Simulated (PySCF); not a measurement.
Molecule: `Cn1cncn1`, C₃H₅N₃.

Structure with atom numbers: `[CH3:1][n:2]1[cH:3][n:4][cH:5][n:6]1` (H(Xn): hydrogen on atom n).

Geometry PBE0-D3(BJ)/def2-SVP throughout; GIAO in PySCF, gas phase, one conformer, non-relativistic; equivalent atoms averaged; basis pcSseg-2.

**Question.** How do the shifts δ (against TMS, NH3 at the same level) depend on the functional? (ppm; last column core-seconds on 1 thread of an Intel Xeon 6975P-C, shared host)

**Answer.** 
```
functional                    kind     C5     C3    C1     N6     N4     N2  H(C5)  H(C3)  H(C1)  core-s
      WP04           global hybrid  164.2  153.0  39.0  334.7  292.4  233.0   7.83   7.66   3.64      26
     B97-2           global hybrid  159.1  148.2  37.3  327.1  286.4  230.0   7.89   7.75   3.72      24
 BHandHLYP           global hybrid  165.2  155.1  36.7  340.3  293.8  234.2   7.99   7.89   3.74      26
 CAM-B3LYP  range-separated hybrid  165.5  154.9  37.1  340.7  297.5  238.4   7.90   7.79   3.74      35
   wB97X-D  range-separated hybrid  163.7  153.4  37.6  335.0  292.6  234.2   7.93   7.80   3.70      34
   LC-wPBE  range-separated hybrid  168.0  158.6  37.6  334.1  292.2  231.6   7.91   7.81   3.64      44
```

**Question.** Which nucleus moves most, in ppm?

**Answer.** N6 (pyridine-type nitrogen of an azole): from 327.1 ppm with B97-2 to 340.7 ppm with CAM-B3LYP. The smallest spread is 0.10 ppm, at H(C1). Proton shifts span only some 12 ppm, so a few tenths of a ppm matter as much there as several ppm in carbon.
